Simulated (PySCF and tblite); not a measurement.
The numbers below are computed, except where a source is named.
System: C4H10S2, numbered as in [CH3:1][CH:2]([CH3:3])[CH2:4][S:5][SH:6].

For the rotation about the S5–S6 bond (torsion C4–S5–S6–H from 92° to 265°, rising): electronic barrier 5.28 kcal/mol, zero-point change -0.21 kcal/mol, thermal and entropy terms at 250 K a further 0.11 kcal/mol (symmetry numbers apart). The minimum is C1, the saddle C1. Level: PBE0/pcSseg-1 + D3(BJ), IEF-PCM acetonitrile on GFN2-xTB stationary points, with GFN2-xTB thermal terms. Rates follow Eyring's equation with the number of equivalent paths and no tunnelling. (PySCF 2.14 with density fitting, tblite 0.8.)

**Question.** How many equivalent paths lead out of the minimum?

**Answer.** 1: the symmetry number of the minimum is 1, that of the saddle displaced along its mode 1.

**Question.** Work out the rate at 250 K.

**Answer.** ΔG‡ = 5.18 kcal/mol; k_B T/h = 5.2×10¹² s⁻¹; exp(−ΔG‡/RT) = 3×10⁻⁵; times 1 gives k = 1.6×10⁸ s⁻¹. Wigner's tunnelling factor for the 186i cm⁻¹ mode would be 1.05.
